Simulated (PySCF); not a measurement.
All values below come from TPSSh-D3(BJ)/def2-TZVP // CAM-B3LYP-D3(BJ)/def2-TZVP in PySCF. All species are isolated molecules in the gas phase. Excitations are Tamm–Dancoff values on a coarser integration grid. The basis has no diffuse functions, so Rydberg states are missing or too high.

Reference species (SMILES): `ClB(Cl)Cl` (neutral, multiplicity 1).

| Item | Result |
|---|---|
| S1 oscillator strength | 0.000 |
| S1–T1 gap (TDA) | 0.20 eV |
| HOMO | -8.34 eV |
| S1 excitation (TDA) | 5.55 eV |

Changed species: `IB(Cl)I` (2 of 3 Cl replaced by I; the reference has 0 of 3 Cl replaced by I).

Problem. Give the shifts of the S1 oscillator strength, S1–T1 gap (TDA), HOMO and S1 excitation (TDA).

Solution. the S1 oscillator strength stays essentially unchanged; the S1–T1 gap (TDA) falls by 0.05 eV, to 0.15 eV; the HOMO rises by 1.35 eV, to -6.99 eV; the S1 excitation (TDA) falls by 1.74 eV, to 3.81 eV.
